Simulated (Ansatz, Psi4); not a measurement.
## C2H2O2 (SMILES O=CC=O): from total energies to a heat of formation

C2H2O2 has 6 atoms, charge 0, and is taken as a singlet. SMILES: `O=CC=O`. The coordinates come from a PBE0-D4/def2-TZVP relaxation. This is one conformer, not always the lowest.

Total energies at HSE06/aug-cc-pVDZ (Psi4 1.11); the atoms run unrestricted:

```
species    state  energy (Eh)
 C2H2O2  singlet  -227.622985
      O  triplet   -75.007602
      C  triplet   -37.805092
      H  doublet    -0.500843
```

Harmonic wavenumbers at PBE0-D4/def2-TZVP, in cm⁻¹: 127, 334, 561, 814, 1084, 1085, 1334, 1380, 1837, 1840, 2956, 2959.

Measured heats of formation of the gaseous atoms at 298.15 K, in kJ/mol: O 249.2, C 716.9, H 218.0. Spin-orbit lowering of the atoms at 298 K (mean of the ground term's levels less their thermal mean, from spectra), in kJ/mol: O 0.40, C 0.02. Take 1 Eh = 2625.50 kJ/mol, 1 cm⁻¹ = 0.0119627 kJ/mol, RT = 2.479 kJ/mol.

Work out the heat of formation of the gas at 298 K.


1. Electronic atomisation energy: 2 × (-75.007602) + 2 × (-37.805092) + 2 × (-0.500843) − (-227.622985) = 0.995911 Eh = 2614.8 kJ/mol.
2. Zero-point energy: half the sum of the wavenumbers, 8155.5 cm⁻¹ = 97.6 kJ/mol.
3. Thermal vibrational enthalpy, Σ hcν̃/(exp(hcν̃/kT) − 1): 3.7 kJ/mol. Translation, rotation and pV of a non-linear molecule: 4 RT = 9.9 kJ/mol.
4. The 6 free atoms carry 5/2 RT each: 37.2 kJ/mol.
5. Spin-orbit coupling lowers the free atoms by 2 × 0.40 + 2 × 0.02 = 0.8 kJ/mol.
6. Atomisation enthalpy at 298 K: 2614.8 − 0.8 − 97.6 − 3.7 − 9.9 + 37.2 = 2540.0 kJ/mol.
7. Sum of the atoms' heats of formation: 2368.2 kJ/mol. Heat of formation: 2368.2 − 2540.0 = -171.8 kJ/mol.

The tabulated value is -212.4 kJ/mol (Active Thermochemical Tables), so this level is off by +40.6 kJ/mol, or 1.6 % of the atomisation enthalpy. Anharmonicity and any spin-orbit splitting of the molecule are left out.
